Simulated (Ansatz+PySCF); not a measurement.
The numbers below are computed, except where a source is named.
## Several solutions for singlet CH(+)

```json
{"atom": "C", "x (Å)": "0.0000", "y (Å)": "0.0000", "z (Å)": "-0.2294"}
{"atom": "H", "x (Å)": "0.0000", "y (Å)": "0.0000", "z (Å)": "1.3766"}
```

Basis set: 6-31G (spherical functions). Charge 1, multiplicity 1.

PBE0 (unrestricted) was run from several starts with Ansatz (development build ahead of 0.2.0) and PySCF 2.14.0.

```tsv
run	program	start	converged	energy (hartree)	<S²>
A	Ansatz	search for the lowest state	yes	-37.96844	0.37
B	Ansatz	atomic start, no search	yes	-37.96527	0.00
C	Ansatz	stability test followed	yes	-37.96844	0.37
D	PySCF	program defaults	yes	-37.96527	0.00
```

Q: Which runs reached the lowest solution of this kind, and what is wrong with the others?

A: A, C reached the lowest solution found. Converged but too high: B by 0.09 eV, D by 0.09 eV. Convergence only shows a stationary point, and even a stable one can lie too high; stability tests and further starts are what find lower ones. Caution: the unrestricted determinant is spin contaminated.
